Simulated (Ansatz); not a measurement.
# SiN+ (triplet): from Hartree-Fock to the top rungs at distance Si1–N2 = 2.506 Å, cc-pVDZ

Aim: climb from Hartree-Fock through coupled cluster and multireference methods for SiN+ (triplet) at one geometry and basis, and see what each rung misses.

The runs use Ansatz 0.2.0, Gaussian basis; cc-pVDZ, core rule «outside noble gas», up to 6 orbitals frozen.

Plan: UHF; CCSD(T) on ROHF; CCSD(T) on UHF; BCCD(T) on ROHF; CISD as a restricted active space (open shells left free, so some higher excitations enter); CCSDT(Q) on ROHF; CCSDT(Q) on UHF; CCSDTQ on ROHF; CCSDTQ on UHF; CASSCF and MRCISD+Q, 4 electrons in 4 orbitals; CASSCF and NEVPT2, 4 electrons in 4 orbitals; CASSCF and MRCISD+Q, 8 electrons in 8 orbitals; CASSCF and NEVPT2, 8 electrons in 8 orbitals; Full CI.

1 further run of the same task is left out (for a known fault of the program). Runs told in other sessions of the task aren't counted.

## (1) The geometry

The geometry derives from a PBE0/def2-TZVP stationary point (not a proven minimum). One bond is set to the value named and the two fragments are kept rigid.

2 atoms, charge 1, spin multiplicity 3.

Atoms are counted from 1 here; the program's logs count them from 0.

No contacts short enough for the rule that draws bonds.

Coordinates:

```tsv
atom	x (Å)	y (Å)	z (Å)
Si1	0.0000	0.0000	0.0000
N2	0.0000	0.0000	2.5060
```

## (2) UHF

The input, in.yaml:

```yaml
crystal:
  periodic: [false, false, false]
  atoms:
    - {symbol: Si, position_ang: [0.000000, 0.000000, 0.000000]}
    - {symbol: N, position_ang: [0.000000, 0.000000, 2.506000]}
basis:
  gaussian: {orbitals: cc-pVDZ}
total_charge: 1
magnetization: {spin_polarized: true, initial_magnetization: 2}
hamiltonian: {xc: hf}
output: {orbitals: {seedname: orbitals}}
```

On the command line:

```bash
ansatz run in.yaml --threads 1 --pin off --events-out ev --progress --plain --max-ram 4096MiB --backend cpu
```

The runs that follow: CCSD(T) on ROHF; CCSD(T) on UHF; BCCD(T) on ROHF; CISD as a restricted active space (open shells left free, so some higher excitations enter); CCSDT(Q) on ROHF; CCSDT(Q) on UHF; CCSDTQ on ROHF; CCSDTQ on UHF; CASSCF and MRCISD+Q, 4 electrons in 4 orbitals; CASSCF and NEVPT2, 4 electrons in 4 orbitals; CASSCF and MRCISD+Q, 8 electrons in 8 orbitals; CASSCF and NEVPT2, 8 electrons in 8 orbitals; Full CI.

Before running them: what should the planned runs give, taken together? Wanted: FCI from the RHF energy; RMP2 from FCI; UMP2 from FCI; RCCSD from FCI; RCCSD(T) from FCI; UCCSD(T) from FCI; RCCSDT(Q) from FCI; UCCSDT(Q) from FCI; NEVPT2 pair from FCI.

**Answer**, as computed:

| quantity | value |
| --- | --- |
| FCI from the ROHF energy | -6.1569 eV |
| RMP2 from FCI | +164.9 kJ/mol |
| UMP2 from FCI | +141.3 kJ/mol |
| RCCSD from FCI | +32.7 kJ/mol |
| RCCSD(T) from FCI | +9.2 kJ/mol |
| UCCSD(T) from FCI | +13.2 kJ/mol |
| RCCSDT(Q) from FCI | -0.2 kJ/mol |
| UCCSDT(Q) from FCI | -0.3 kJ/mol |
| NEVPT2 pair from FCI | +100.1 kJ/mol |
| MRCISD+Q pair from FCI | -1.8 kJ/mol |
| NEVPT2 valence from FCI | +74.6 kJ/mol |
| levels within 1 kcal/mol (43 meV) | RCCSDT, UCCSDT, RCCSDT(Q), UCCSDT(Q), RCCSDTQ, UCCSDTQ, MRCISD+Q pair, MRCISD+Q valence |
| T1 diagnostic | 0.075 |
| effectively unpaired electrons | 2.56 |

What this shows: RCCSD(T) lands +9.2 kJ/mol from the yardstick (1.5 % of the correlation energy). CCSD(T) misses by +9.2 kJ/mol on the restricted determinant and by +13.2 kJ/mol on the unrestricted one; the two need not hold the same state or core. RCCSDT(Q), UCCSDT(Q), MRCISD+Q pair fall below full CI: unrestricted runs freeze a spin-polarised core, another one than full CI's, and coupled cluster isn't variational. The occupations show static correlation (2.56 effectively unpaired electrons where one determinant has 2). Of the multireference levels listed MRCISD+Q valence comes nearest in total energy (+1.6 kJ/mol), which doesn't show that its space is the better one. Coupled cluster took another determinant than the lowest Hartree-Fock one. These misses are within one basis, not against nature; the frozen cores of restricted and unrestricted runs differ, which can shift their rows.

Levels on UHF freeze UHF's core orbitals, full CI those of ROHF, so the U rows can settle a little off it for that reason alone.

With open shells the CI space here admits some higher excitations, so it is larger than plain CISD.
